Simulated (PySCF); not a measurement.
## Functional benchmark on one molecule

Molecule: `C(C)(Cl)(Cl)Cl`, C2H3Cl3.

Numbering as in the mapped SMILES `[CH3:1][C:2]([Cl:3])([Cl:4])[Cl:5]`. Each H is labelled by its parent atom.

Geometry PBE0-D3(BJ)/def2-SVP throughout; GIAO in PySCF 2.14, gas phase, one conformer, non-relativistic; equivalent atoms averaged; basis pcSseg-2.

Reference values (measured; solution; Abraham, Mobli, Modelling 1H NMR Spectra of Organic Compounds (2008), ch. 1): δ(H(C1)) = 2.75 ppm. Computed shifts are taken against TMS, calculated as an isolated molecule at each level.

How do the functionals HF, LDA, PBE, BLYP, BP86, OPBE, KT2, KT3, B97-D, B3LYP, PBE0, mPW1PW91, WP04, B97-2, BHandHLYP, CAM-B3LYP, wB97X-D, LC-wPBE perform against the reference? Times are CPU seconds on shared hosts with different chips, so compare them loosely.

Results:


```csv
functional,kind,H(C1),abs. error H,core-s
HF,Hartree–Fock,2.25,0.50,13
LDA,LDA,2.52,0.23,25
PBE,GGA,2.50,0.25,30
BLYP,GGA,2.50,0.25,30
BP86,GGA,2.51,0.24,30
OPBE,GGA,2.49,0.26,31
KT2,GGA,2.55,0.20,30
KT3,GGA,2.52,0.23,30
B97-D,GGA,2.51,0.24,30
B3LYP,global hybrid,2.42,0.33,22
PBE0,global hybrid,2.39,0.36,21
mPW1PW91,global hybrid,2.39,0.36,22
WP04,global hybrid,2.39,0.36,34
B97-2,global hybrid,2.41,0.34,32
BHandHLYP,global hybrid,2.33,0.42,31
CAM-B3LYP,range-separated hybrid,2.34,0.41,42
wB97X-D,range-separated hybrid,2.34,0.41,36
LC-wPBE,range-separated hybrid,2.25,0.50,50
```

For ¹H the closest is KT2 (0.20 ppm, with LDA, KT3 practically level) and the furthest LC-wPBE (0.50 ppm). One molecule is a small sample, and vibrational and solvent effects are absent from the calculation.
